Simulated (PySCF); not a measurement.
# Bond length, frequency and bond energy of NaH by level of theory

State: ¹Σ⁺ (singlet), closed shell. Set-up: Na aug-cc-pVDZ, H aug-cc-pVDZ; no relativity (PySCF 2.14). De refers to Na + H in their ground configurations, without counterpoise correction. A positive dipole means Na(−)H(+).

```json
{"Level": "RHF", "Re (Å)": "1.920", "ωe (cm⁻¹)": "1166", "De (eV)": "0.88", "μ (D)": "-7.14", "CPU s a point (SCF and correlation, without the integrals)": "0.032"}
{"Level": "RHF-MP2", "Re (Å)": "1.899", "ωe (cm⁻¹)": "1176", "De (eV)": "1.58", "μ (D)": "n/a", "CPU s a point (SCF and correlation, without the integrals)": "0.05"}
{"Level": "RHF-SCS-MP2", "Re (Å)": "1.899", "ωe (cm⁻¹)": "1171", "De (eV)": "1.72", "μ (D)": "n/a", "CPU s a point (SCF and correlation, without the integrals)": "n/a"}
{"Level": "RHF-CCSD", "Re (Å)": "1.906", "ωe (cm⁻¹)": "1138", "De (eV)": "1.86", "μ (D)": "n/a", "CPU s a point (SCF and correlation, without the integrals)": "n/a"}
{"Level": "RHF-CCSD(T)", "Re (Å)": "1.905", "ωe (cm⁻¹)": "1139", "De (eV)": "1.86", "μ (D)": "n/a", "CPU s a point (SCF and correlation, without the integrals)": "0.46"}
{"Level": "PBE", "Re (Å)": "1.891", "ωe (cm⁻¹)": "1141", "De (eV)": "1.82", "μ (D)": "-5.79", "CPU s a point (SCF and correlation, without the integrals)": "0.43"}
{"Level": "r²SCAN", "Re (Å)": "1.900", "ωe (cm⁻¹)": "1153", "De (eV)": "1.84", "μ (D)": "-6.43", "CPU s a point (SCF and correlation, without the integrals)": "0.52"}
{"Level": "TPSSh", "Re (Å)": "1.895", "ωe (cm⁻¹)": "1163", "De (eV)": "2.02", "μ (D)": "-6.32", "CPU s a point (SCF and correlation, without the integrals)": "0.57"}
{"Level": "PBE0", "Re (Å)": "1.888", "ωe (cm⁻¹)": "1168", "De (eV)": "1.74", "μ (D)": "-6.25", "CPU s a point (SCF and correlation, without the integrals)": "0.82"}
{"Level": "BHandHLYP", "Re (Å)": "1.874", "ωe (cm⁻¹)": "1203", "De (eV)": "1.84", "μ (D)": "-6.41", "CPU s a point (SCF and correlation, without the integrals)": "0.29"}
{"Level": "M06-2X", "Re (Å)": "1.871", "ωe (cm⁻¹)": "1199", "De (eV)": "1.87", "μ (D)": "-6.45", "CPU s a point (SCF and correlation, without the integrals)": "0.52"}
{"Level": "CAM-B3LYP", "Re (Å)": "1.865", "ωe (cm⁻¹)": "1203", "De (eV)": "1.95", "μ (D)": "-6.28", "CPU s a point (SCF and correlation, without the integrals)": "0.52"}
```

(1) Which functional lies closest to RHF-CCSD(T) in De, which farthest, and by how much do they differ from it?

(2) What does the step from GGA to meta-GGA do here, going from PBE to r²SCAN?

(3) What does second-order correlation do here, going from RHF to RHF-MP2?

Measured (Huber and Herzberg, Constants of Diatomic Molecules (1979)): Re = 1.8874 Å, ωe = 1172.2 cm⁻¹.

Correlated steps freeze 1 core orbital. Correlated levels converge slowly with the basis: in double zeta they bind strong bonds too weakly, by up to about 1 eV, and carry superposition errors of some tenths. Where the molecule has an RHF reference, its open-shell atoms are computed with UHF.

The whole job (state search and all levels along the bond) took about 0.97 min on 1 thread of Intel Xeon Platinum 8375C @ 2.90GHz (shared host), peak memory 0.41 GiB.

Results:

(1) Closest is M06-2X (-3.4 pm in Re, +5.3 % in ωe, +0.01 eV in De against RHF-CCSD(T) in the same basis), farthest TPSSh (-1.0 pm in Re, +2.1 % in ωe, +0.16 eV in De). CCSD(T) converges more slowly with the basis than the functionals do and binds too weakly in this one, so the order can change at the basis-set limit.

(2) r²SCAN less PBE: +0.9 pm in Re, +1.1 % in ωe, +0.02 eV in De. 

(3) RHF-MP2 less RHF: -2.1 pm in Re, +0.9 % in ωe, +0.70 eV in De. Correlation nearly always deepens the well. The bond shortens, as in weak, metallic or heavy-atom bonds, where dispersion and the correlation of outer-core electrons pull the atoms together.
